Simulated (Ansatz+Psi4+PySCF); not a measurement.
**doublet F2(+): levels of theory in one basis**

```xyz
2

F     0.0000    0.0000    0.7103
F     0.0000    0.0000   -0.7103
```

Basis set: cc-pVTZ (spherical functions). Correlated methods keep 2 orbitals frozen. Correlation on ROHF uses semicanonical orbitals with singles. Charge 1, multiplicity 2.

Computed with Ansatz (development build ahead of 0.2.0); each method stands on the lowest determinant of its kind that the runs found.

```csv
method,E − E(ROHF) (eV),<S²> of the determinant
ROHF,0.00,0.75
UHF,-0.51,1.10
ROHF-MP2,-12.35,–
UHF-MP2,-11.77,1.10
ROHF-CCSD,-13.61,–
UHF-CCSD,-13.58,1.10
ROHF-CCSD(T),-14.27,–
UHF-CCSD(T),-14.27,1.10
ROHF-CCSDT,-14.34,–
```

Caution: the determinant breaks the point group. Caution for UHF, UHF-MP2, UHF-CCSD, UHF-CCSD(T): the unrestricted determinant is spin contaminated. Caution for ROHF-MP2, UHF-MP2, ROHF-CCSD, UHF-CCSD, ROHF-CCSD(T), UHF-CCSD(T), ROHF-CCSDT: large amplitudes, a single reference is doubtful. Caution for ROHF-MP2, UHF-MP2: MP2 on this radical cation hangs on the determinant chosen. Caution for ROHF-MP2, UHF-MP2, ROHF-CCSD(T): another reference gives a lower total.
